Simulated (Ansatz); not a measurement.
# C₄H₁₀S: a ladder of functionals and wavefunction methods

Aim: compute C₄H₁₀S with functionals from several rungs and with coupled cluster. The yardstick is the atomisation energy at the CCSD(T) limit.

Method: functionals in def2-TZVPP, the program's frozen cores in correlated methods; program: Ansatz 0.2.0, Gaussian basis.

Plan: PBE-D4, r2SCAN-D4, PBE0-D4, B3LYP-D4, ωB97X-V, ωB97M-V, B2PLYP; CCSD(T)/def2-TZVPP; MP2/def2-QZVPP; extrapolation to the limit.

## Step 1: The geometry

The geometry comes from an earlier relaxation with PBE0-D4 in a triple-zeta def2 set; it is a stationary point, not always the lowest conformer.

SMILES `CC(C)CS`, 15 atoms, charge 0, spin multiplicity 1.

Atoms are counted from 1 here; the program's logs count them from 0.

Bond lengths: C1–C2 1.519 Å, C1–H6 1.092 Å, C1–H7 1.092 Å, C1–H8 1.095 Å, C2–C3 1.523 Å, C2–C4 1.524 Å, C2–H9 1.096 Å, C3–H10 1.093 Å, C3–H11 1.093 Å, C3–H12 1.095 Å, C4–S5 1.812 Å, C4–H13 1.093 Å, C4–H14 1.094 Å, S5–H15 1.341 Å. Angles: C2–C1–H6 111.6°, C2–C1–H7 110.9°, C2–C1–H8 110.8°, H6–C1–H7 107.6°, H6–C1–H8 108.3°, H7–C1–H8 107.6°, C1–C2–C3 110.9°, C1–C2–C4 112.1°, C1–C2–H9 108.3°, C3–C2–C4 109.3°, C3–C2–H9 108.6°, C4–C2–H9 107.4°, C2–C3–H10 111.0°, C2–C3–H11 111.5°, C2–C3–H12 110.9°, H10–C3–H11 107.9°, H10–C3–H12 107.6°, H11–C3–H12 107.8° and more.

As a file:

```xyz
15

C    -1.29637    0.30370    0.45967
C     0.21659    0.22643    0.34229
C     0.76829   -0.92885    1.16745
C     0.67293    0.07572   -1.10400
S     0.31756    1.47424   -2.19931
H    -1.69650    1.16867   -0.07299
H    -1.60169    0.38920    1.50506
H    -1.76416   -0.59808    0.05006
H     0.64035    1.16294    0.72363
H     0.48834   -0.82751    2.21866
H     1.85906   -0.97563    1.11331
H     0.37423   -1.88597    0.81117
H     1.76147   -0.01844   -1.14190
H     0.26195   -0.83661   -1.54543
H    -1.00205    1.27020   -2.32767
```

## Step 2: PBE-D4 (GGA)

Input file in.yaml:

```yaml
crystal:
  periodic: [false, false, false]
  atoms:
    - {symbol: C, position_ang: [-1.296371, 0.303700, 0.459673]}
    - {symbol: C, position_ang: [0.216594, 0.226433, 0.342294]}
    - {symbol: C, position_ang: [0.768286, -0.928847, 1.167445]}
    - {symbol: C, position_ang: [0.672926, 0.075722, -1.104000]}
    - {symbol: S, position_ang: [0.317562, 1.474240, -2.199309]}
    - {symbol: H, position_ang: [-1.696503, 1.168673, -0.072987]}
    - {symbol: H, position_ang: [-1.601691, 0.389202, 1.505056]}
    - {symbol: H, position_ang: [-1.764162, -0.598079, 0.050058]}
    - {symbol: H, position_ang: [0.640352, 1.162941, 0.723634]}
    - {symbol: H, position_ang: [0.488345, -0.827512, 2.218655]}
    - {symbol: H, position_ang: [1.859059, -0.975630, 1.113310]}
    - {symbol: H, position_ang: [0.374232, -1.885967, 0.811170]}
    - {symbol: H, position_ang: [1.761469, -0.018440, -1.141897]}
    - {symbol: H, position_ang: [0.261949, -0.836612, -1.545433]}
    - {symbol: H, position_ang: [-1.002045, 1.270197, -2.327669]}
basis:
  gaussian: {orbitals: def2-TZVPP}
hamiltonian: {xc: pbe, dispersion: d4}
output: {forces: true, orbitals: {seedname: orbitals}}
```

Run with:

```console
$ ansatz run in.yaml --threads 2 --pin off --events-out ev --progress --plain --max-ram 32768MiB --backend cuda --devices 0, --max-vram 18GiB
```

Further steps of the session: r2SCAN-D4 (meta-GGA); PBE0-D4 (hybrid); B3LYP-D4 (hybrid); ωB97X-V (range-separated); ωB97M-V (range-separated); B2PLYP (double hybrid); CCSD(T) in def2-TZVPP; MP2 in def2-QZVPP.

Q: Predict the results of all the runs planned. Wanted: atomisation energy, CCSD(T)/CBS; farthest; mean size of error, hybrid; mean size of error, range-separated; gap, smallest and largest; T1 diagnostic; triples share of the correlation energy.

The runs gave:

```
                               quantity                                  value
        atomisation energy, CCSD(T)/CBS                              59.002 eV
    functionals within 0.295 eV (0.5 %)  r2SCAN-D4, B3LYP-D4, ωB97X-V, ωB97M-V
                               farthest                     PBE-D4 (+0.955 eV)
             mean size of error, hybrid                               0.184 eV
    mean size of error, range-separated                               0.153 eV
              gap, smallest and largest   5.14 eV (PBE-D4), 11.68 eV (ωB97X-V)
                          T1 diagnostic                                 0.0092
triples share of the correlation energy                                  3.9 %
```

What this shows: PBE-D4 is off by +0.955 eV. Double hybrids carry the basis error of their MP2 part in triple zeta, and no dispersion term here, so their miss is partly the set-up's. Misses under about 0.295 eV are within the doubt on the reference itself, which lacks core-valence correlation, relativity and higher excitations. Hartree-Fock recovers 75 % of the binding; the rest is correlation. Orbital gaps span 5.1 to 11.7 eV; exact exchange widens them.
